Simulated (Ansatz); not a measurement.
# CH4BF: the cost of one run

All numbers below are computed with Ansatz 0.2.0 (RKS B3LYP-D4/def2-SVP).

### 1 The structure to begin with

Bond lengths: C1–B2 1.518 Å, B2–F3 1.437 Å, C1–H4 1.062 Å, C1–H5 1.147 Å, C1–H6 1.148 Å, B2–H7 1.197 Å. Angles: C1–B2–F3 118.6°, C1–B2–H7 121.3°, F3–B2–H7 120.1°, B2–C1–H4 111.4°, B2–C1–H5 112.2°, B2–C1–H6 112.7°, H4–C1–H5 105.7°, H4–C1–H6 109.2°, H5–C1–H6 105.3°.

Coordinates:

```xyz
7

C    -0.5456    0.3194   -0.1400
B     0.7086   -0.4432    0.2487
F     1.3784   -1.2226   -0.7560
H    -1.2892   -0.3314   -0.5297
H    -0.3453    1.0899   -0.9652
H    -0.9887    0.9183    0.7334
H     1.1430   -0.3983    1.3631
```

### 2 Relaxing the start

Input file input.yaml:

```yaml
crystal:
  periodic: [false, false, false]
  atoms:
    - { symbol: C, position_ang: [-0.5456, 0.3194, -0.14] }
    - { symbol: B, position_ang: [0.7086, -0.4432, 0.2487] }
    - { symbol: F, position_ang: [1.3784, -1.2226, -0.756] }
    - { symbol: H, position_ang: [-1.2892, -0.3314, -0.5297] }
    - { symbol: H, position_ang: [-0.3453, 1.0899, -0.9652] }
    - { symbol: H, position_ang: [-0.9887, 0.9183, 0.7334] }
    - { symbol: H, position_ang: [1.143, -0.3983, 1.3631] }
basis:
  gaussian: { orbitals: def2-SVP }
hamiltonian:
  xc: b3lyp
  dispersion: d4
relax:
  f_tol: 0.02
  max_steps: 40
scf:
  lower_state_search: "off"
```

Started as:

```console
> ansatz run input.yaml --threads 1 --pin off --max-ram 2048MiB --backend cpu --events-out ev --progress --plain --runs-dir out
```

What time and memory should one allow on 1 thread of an Arm CPU, shared host?

About 28 s, with a peak of 0.12 GiB.
